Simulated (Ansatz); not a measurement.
## H2Si–N⁺, quintet: the ladder up to UCCSDT(Q)

Geometry: that of the H2Si–N, quartet, kept fixed. The triplet lies 3.5 eV lower here.

```xyz
4

Si    0.0000    0.0000    0.5558
N     0.0000    0.0000   -1.2927
H     0.0000    1.3020    1.2391
H     0.0000   -1.3020    1.2391
```

Basis cc-pVDZ; Ansatz 0.2.0. Only valence electrons are correlated (noble-gas cores frozen), which leaves 10 electrons in 36 orbitals. R marks a restricted (for open shells ROHF) determinant, U an unrestricted one. Active spaces: valence = (10e, 10o) chosen from the atoms' valence shells.

Full CI isn't at hand for all of this; UCCSDT(Q) serves as the reference, and is uncertain by about the last step of the cluster series. The frozen core follows each run's orbitals, which can shift R against U totals by a few meV.

For open shells CISD is restricted-active-space CI with the open shells as a complete middle space.

* UHF ⟨S²⟩: 6.021
* T1 diagnostic (RCCSD): 0.0266
* largest doubles amplitude (RCCSD): 0.047
* T1 diagnostic (UCCSD): 0.0262

```
   level  E − E(RHF) (eV)
     UHF          -0.1675
    RMP2          -4.0662
    UMP2          -4.0630
   RCCSD          -5.1309
   UCCSD          -5.1346
RCCSD(T)          -5.2411
UCCSD(T)          -5.2427
```

(1) Estimate how far UCCSDT(Q) in cc-pVDZ lies from RCCSD(T). The table doesn't fix it; the size of (T) and the diagnostics are the guide.

(1) UCCSDT(Q) in cc-pVDZ lies 3.5 kJ/mol below RCCSD(T), which is 33 % of the (T) step (-10.6 kJ/mol). The diagnostics give no warning, yet the rest is a sizeable part of (T).

The other levels:

```json
{"level": "CISD", "E − E(UCCSDT(Q)) (kJ/mol)": "39.2", "share of correlation (%)": "92.29", "wall time": "7.5 s"}
{"level": "BCCD(T)", "E − E(UCCSDT(Q)) (kJ/mol)": "3.5", "share of correlation (%)": "99.30", "wall time": "3.2 s"}
{"level": "RCCSDT", "E − E(UCCSDT(Q)) (kJ/mol)": "0.6", "share of correlation (%)": "99.87", "wall time": "–"}
{"level": "UCCSDT", "E − E(UCCSDT(Q)) (kJ/mol)": "0.4", "share of correlation (%)": "99.91", "wall time": "–"}
{"level": "RCCSDT(Q)", "E − E(UCCSDT(Q)) (kJ/mol)": "0.2", "share of correlation (%)": "99.96", "wall time": "18 s"}
{"level": "CASSCF (valence space)", "E − E(UCCSDT(Q)) (kJ/mol)": "364.6", "share of correlation (%)": "28.40", "wall time": "–"}
{"level": "NEVPT2 (valence space)", "E − E(UCCSDT(Q)) (kJ/mol)": "90.7", "share of correlation (%)": "82.19", "wall time": "4.3 s"}
{"level": "MRCISD (valence space)", "E − E(UCCSDT(Q)) (kJ/mol)": "24.5", "share of correlation (%)": "95.18", "wall time": "–"}
{"level": "MRCISD+Q (valence space)", "E − E(UCCSDT(Q)) (kJ/mol)": "4.8", "share of correlation (%)": "99.05", "wall time": "10 s"}
```

The correlation energy at UCCSDT(Q), counted from RHF, is -5.278 eV. That run took 15 s on 1 thread of Arm Neoverse V1, shared host.

Times hold each run's SCF and search for its determinant on a shared host, so for small cases they say little of a method's own cost; they ran on 1 thread of Arm Neoverse V1.

Natural occupations of CASSCF (valence space) about the gap: 1.968 1.960 1.003 1.002 1.001 0.997 0.050 0.023 0.010; effectively unpaired electrons, Σ n²(2−n)², 4.02.
